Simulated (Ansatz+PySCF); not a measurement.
The numbers below are computed, except where a source is named.
A run of PySCF 2.14.0 on singlet CH₄ at this shape:

```json
{"atom": "C", "x (Å)": "0.0000", "y (Å)": "0.0000", "z (Å)": "0.0000"}
{"atom": "H", "x (Å)": "1.1095", "y (Å)": "1.1095", "z (Å)": "1.1095"}
{"atom": "H", "x (Å)": "0.6340", "y (Å)": "-0.6340", "z (Å)": "-0.6340"}
{"atom": "H", "x (Å)": "-0.6340", "y (Å)": "0.6340", "z (Å)": "-0.6340"}
{"atom": "H", "x (Å)": "-0.6340", "y (Å)": "-0.6340", "z (Å)": "0.6340"}
```

Its results:

* Converged: yes
* Reference energy: -40.03967 hartree
* Correlation energy: -0.11461 hartree
* Total energy: -40.15428 hartree

**Question.** Which input gives this output? Name the method, the orbitals and the basis set, and write the input.

**Answer.** RHF-MP2 in 6-31G. An unrestricted run that stays on the closed shell gives the same numbers.

```python
from pyscf import gto, scf, mp

mol = gto.M(atom="""
C 0.000000 0.000000 0.000000
H 1.109470 1.109470 1.109470
H 0.633990 -0.633990 -0.633990
H -0.633990 0.633990 -0.633990
H -0.633990 -0.633990 0.633990
""", basis='6-31g', charge=0, spin=0)
mf = scf.RHF(mol)
mf.kernel()
pt = mp.MP2(mf, frozen=1).run()
print(mf.e_tot, pt.e_corr, pt.e_tot)
```

Caution: large amplitudes, a single reference is doubtful; an unrestricted determinant lies well below.
